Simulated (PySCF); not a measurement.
C₂HNS.
Bonds: N1–C2 (triple), C2–C3, C3–S4 (double). Hydrogens: H5 on C3.

Hirshfeld charges (e) from the PBE0/pcSseg-1 density (PySCF), one withheld:

```tsv
atom	bonded to	charge
N1	C2	?
C2	N1 C3	+0.0784
C3	C2 S4 H5	+0.0155
S4	C3	+0.0003
H5	C3	+0.0743
```

(1) What is the charge on N1?

(2) Add each hydrogen's charge to the atom that carries it.

(3) Across which bond do the charges differ most?

Results:

(1) The charges add up to the total charge, 0. The others sum to +0.1685, which leaves -0.1685 e for N1 (nitrile nitrogen).

(2) C3 +0.0898. Atoms without hydrogen keep their charges.

(3) C2–N1: +0.0784 on C2 against -0.1685 on N1, a difference of 0.2469 e. The lower charge is on the more electronegative element of the two (Pauling values: N 3.04, C 2.55).

The Hirshfeld scheme weights the molecular density at each point by an atom's share of the summed free-atom densities. Isolated species at its PBE0-D3(BJ)/def2-SVP geometry, gas phase.
